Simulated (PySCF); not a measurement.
## Worked example for hexafluoroethane: homolysis of bond C2–C5

Structure: `FC(F)(F)C(F)(F)F` (C2F6). Numbering: `[F:1][C:2]([F:3])([F:4])[C:5]([F:6])([F:7])[F:8]`

Computed at M06-2X/def2-TZVP // PBE0-D3(BJ)/def2-SVP with PySCF (density fitting, grid level 3). Thermal corrections: PBE0-D3(BJ)/def2-SVP frequencies, unscaled, ideal gas at 298.15 K and 1 bar, quasi-RRHO entropy.

Step: `FC(F)(F)C(F)(F)F` → `F[C](F)F` + `F[C](F)F`.

```
         species  charge  multiplicity       E / Eh
FC(F)(F)C(F)(F)F       0             1  -675.357187
        F[C](F)F       0             2  -337.599843
        F[C](F)F       0             2  -337.599843
```

Thermal terms, products less reactant: Δ(H − E) = -10.63 kJ/mol, Δ(G − E) = -70.29 kJ/mol. 1 Eh = 2625.50 kJ/mol.

**Question.** What are ΔE, ΔH and ΔG of this step?

**Answer.** ΔE = 0.157501 Eh = 413.52 kJ/mol; ΔH = 402.9 kJ/mol; ΔG = 343.2 kJ/mol, all in the gas phase at 298.15 K and 1 bar. The digits show the arithmetic; the method itself can be off by 10 kJ/mol or more. The Active Thermochemical Tables (1.112) give ΔH = 414.1 kJ/mol.
